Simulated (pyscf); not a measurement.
Four-centre exchange: H₂B–PH₂ + water (H₂O) -> HO–BH–PH₂ + hydrogen (H₂)

Gas phase, singlet surface, charge 0. Bonds broken: B2–H5, O7–H8. Bonds formed: B2–O7, H5–H8. PySCF, gas phase, ωB97X-D3(BJ)/def2-SVP geometries.

Transition state (Å):

```xyz
9

P      0.8757     0.5845    -0.8876
B      0.2730    -0.0339     0.8554
H      1.1735     1.9104    -0.4577
H     -0.4051     0.9284    -1.4228
H     -0.2616    -1.2727     0.6477
H      1.1153    -0.1952     1.7036
O     -1.0482     0.5594     1.4478
H     -0.9693    -0.6569     1.0260
H     -1.4845     1.0953     0.7721
```

One imaginary mode, 1398i cm⁻¹; descent along it reached the two sides named, in the forms told below.

| bond | change | reactant side (Å) | saddle | product side |
|---|---|---|---|---|
| B2–H5 | breaks | 1.221 | 1.365 | 3.4 |
| O7–H8 | breaks | 0.969 | 1.290 | 3.3 |
| B2–O7 | forms | 1.710 | 1.565 | 1.353 |
| H5–H8 | forms | 2.420 | 1.012 | 0.761 |

Electronic energies relative to the separated reactants (kcal/mol):

```tsv
level	barrier	reaction energy	reverse barrier
ωB97X-D3(BJ)/def2-TZVP	13.6	-26.8	40.4
PBE/def2-TZVP	8.0	-26.9	34.9
r²SCAN/def2-TZVP	10.0	-27.8	37.8
B3LYP-D3(BJ)/def2-TZVP	14.5	-27.2	41.7
PBE0-D3(BJ)/def2-TZVP	9.8	-26.3	36.1
M06-2X/def2-TZVP	13.2	-28.5	41.7
ωB97M-D3(BJ)/def2-TZVP	13.0	-27.1	40.1
HF/def2-TZVP	33.9	-23.5	57.5
```

With ωB97M-D3(BJ)/def2-TZVP energies and thermal terms (ideal gas, 1 atm, RRHO with modes under 100 cm⁻¹ raised to 100, one conformer, R ln 2 for chiral ones without a mode under 150 cm⁻¹), in kcal/mol:

```
T (K)   ΔH‡   ΔG‡     ΔH     ΔG
-----  ----  ----  -----  -----
298    12.5  23.1  -29.2  -27.4
600    12.1  34.1  -28.5  -25.8
900    12.5  45.1  -27.8  -24.7
1200   13.2  55.8  -27.1  -23.7
```

On the reactant side the descent ends in an adduct with a B–O contact, 12.3 kcal/mol under the separated species and 25.9 kcal/mol under the saddle at ωB97X-D3(BJ)/def2-TZVP. What is counted as formed (B–O) is already present as a longer contact in the reactant adduct; forming that adduct is a step of its own. At the saddle there is also a short B–H contact that neither side keeps. One saddle was located; it need not be the lowest between these sides.
